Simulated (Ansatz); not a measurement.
Isolated molecules relaxed with PBE0-D4/def2-TZVP in Ansatz; ΔE leaves out vibrations. CCSD(T)/CBS is the MP2 limit (def2-TZVPP, def2-QZVPP) plus CCSD(T) − MP2 in def2-TZVPP, frozen cores. Functionals use def2-TZVPP. B3LYP here is the variant with VWN-RPA as its local correlation; programs differ in this. Each species was taken in one conformer, which may not be the lowest.

`BOC` → `CBO`  (isomerisation)

Is it downhill or uphill in electronic energy at CCSD(T)/CBS, and by how much? (Estimate.)

The calculation gave: Downhill: ΔE = -102.2 kJ/mol.

What do these levels give: PBE-D4, revPBE-D4, revPBE, r2SCAN, B3LYP, r2SCAN0, CCSD/def2-SVP, HF/def2-TZVPP, MP2/def2-TZVPP, CCSD/def2-TZVPP, HF/def2-QZVPP, MP2/CBS(def2)? (Best estimate.)

Computed: PBE-D4 -101.9, revPBE-D4 -99.8, revPBE -101.0, r2SCAN -105.0, B3LYP -96.5, r2SCAN0 -106.2, CCSD/def2-SVP -95.5, HF/def2-TZVPP -91.1, MP2/def2-TZVPP -105.3, CCSD/def2-TZVPP -100.0, HF/def2-QZVPP -90.5, MP2/CBS(def2) -107.5 kJ/mol.

Largest T1 diagnostic among the species: 0.014.

In def2-TZVPP, CCSD(T) changes the Hartree–Fock value by −8.9 kJ/mol (the triples alone add +0.0 kJ/mol) and MP2 by −14.2 kJ/mol. From BLYP to BHLYP (50 % exact exchange), in def2-TZVPP and without D4, ΔE moves by −3.2 kJ/mol. At CCSD(T), def2-SVP lies +7.4 kJ/mol from the extrapolated value and def2-TZVPP +2.2 kJ/mol.
